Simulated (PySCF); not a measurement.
**BCl: everyday levels beside a composite calculation**

PySCF; the state is a singlet (closed shell). The composite is CCSD(T) extrapolated to the basis-set limit from two correlation-consistent sets, with core-valence (CV) and scalar-relativistic (SR) terms as its label shows; it has no spin–orbit coupling and nothing beyond (T). Here it is CCSD(T)/CBS(TQ)+CV+SR. It gives Re = 1.716 Å, ωe = 842 cm⁻¹ and De = 5.34 eV to B + Cl.

```
      level                basis     relativity  Re (Å)  ωe (cm⁻¹)  De (eV)
        RHF             def2-SVP  no relativity   1.716        886     3.86
        RHF           def2-TZVPP  no relativity   1.718        856     3.79
RHF-SCS-MP2             def2-SVP  no relativity   1.708        905     5.07
RHF-SCS-MP2          6-311G(d,p)  no relativity   1.716        873     4.97
   RHF-CCSD             def2-SVP  no relativity   1.715        893     4.96
RHF-CCSD(T)           def2-TZVPP  no relativity   1.724        842     5.17
RHF-CCSD(T)          def2-TZVPPD  no relativity   1.726        836     5.16
        PBE  cc-pVDZ/cc-pV(D+d)Z  no relativity   1.749        810     5.49
     revPBE           x2c-SVPall  spin-free X2C   1.742        811     5.38
       PBE0           x2c-SVPall  spin-free X2C   1.719        859     5.38
```

Question: Give the difference of each row from the composite.

Answer: 

```
      level                basis  ΔRe (pm)  Δωe (%)  ΔDe (eV)
        RHF             def2-SVP      +0.0     +5.2     -1.48
        RHF           def2-TZVPP      +0.2     +1.7     -1.55
RHF-SCS-MP2             def2-SVP      -0.8     +7.5     -0.27
RHF-SCS-MP2          6-311G(d,p)      +0.0     +3.7     -0.37
   RHF-CCSD             def2-SVP      -0.1     +6.1     -0.38
RHF-CCSD(T)           def2-TZVPP      +0.8     +0.0     -0.17
RHF-CCSD(T)          def2-TZVPPD      +1.0     -0.7     -0.18
        PBE  cc-pVDZ/cc-pV(D+d)Z      +3.3     -3.8     +0.15
     revPBE           x2c-SVPall      +2.6     -3.7     +0.04
       PBE0           x2c-SVPall      +0.3     +2.0     +0.04
```

Question: Which rows come closest in De?

Answer: revPBE in x2c-SVPall (+0.04 eV); PBE0 in x2c-SVPall (+0.04 eV), counted from the composite.

Correlated steps freeze 6 core orbitals. Correlated levels converge slowly with the basis: in double zeta they bind strong bonds too weakly, by up to about 1 eV, and carry superposition errors of some tenths. Where the molecule has an RHF reference, its open-shell atoms are computed with UHF.
